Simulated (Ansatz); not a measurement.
# ClFMg: the cost of one run

Computed with the Python package of Ansatz 0.2.0. The levels of theory stand in the script.

## 1. The system

Bond lengths: F1–Mg2 1.897 Å, Mg2–Cl3 2.345 Å. Angles: F1–Mg2–Cl3 179.2°.

The script holds or builds the structure itself.

## 2. The script

methods_clfmg.py reads:

```python
# -*- coding: utf-8 -*-
from pathlib import Path

import ansatz as az
from ase import Atoms
import numpy as np

atoms = Atoms(['F', 'Mg', 'Cl'], positions=[
    [-1.66, 0.8572, -0.8238],
    [-0.1228, 0.0504, -0.0588],
    [1.7719, -0.9724, 0.8694],
])
system = az.Crystal.molecule_from_ase(atoms)

setup = system.calculation().basis(gaussian='cc-pVDZ')

print('functional    E (Ha)        dipole (D)   HOMO (eV)  LUMO (eV)')
for name in ['hse06', 'lda', 'pbe', 'blyp', 'revpbe', 'hf']:
    report = setup.functional(name).forces().orbitals().run(threads=1, backend='cpu', runs_dir='runs').report
    lines = Path(report['orbitals_path']).read_text().splitlines()
    field_of = lambda key: [line.split('=')[1].strip() for line in lines if line.startswith(key)]
    orbitals = [(27.211386 * float(e), s, float(n)) for e, s, n in zip(field_of('Ene='), field_of('Spin='), field_of('Occup='))]
    homo = max(e for e, _, n in orbitals if n > 0.5)
    lumo = min(e for e, _, n in orbitals if n < 0.5)
    dipole = 4.803205 * np.linalg.norm(report['charge_distribution']['dipole_moment_e_ang'])
    print(f'{name:10s} {report["free_energy_ev"] / 27.211386246:14.6f} {dipole:9.3f} {homo:11.3f} {lumo:10.3f}')
```

## 3. What the engine is handed

The package turns the script's settings into the engine's input (first run):

```yaml
crystal:
  periodic: [false, false, false]
  atoms:
    - { symbol: F, position_ang: [-1.66, 0.8572, -0.8238] }
    - { symbol: Mg, position_ang: [-0.1228, 0.0504, -0.0588] }
    - { symbol: Cl, position_ang: [1.7719, -0.9724, 0.8694] }
basis:
  gaussian:
    orbitals: cc-pVDZ
hamiltonian:
  xc: hse06
output:
  orbitals: {}
  forces: true
```

## 4. Running it

The run is started by

```console
> python methods_clfmg.py
```

What time and memory should one allow on 1 thread of Arm Neoverse V2, shared host?

About 6 s, with a peak of 0.17 GiB.
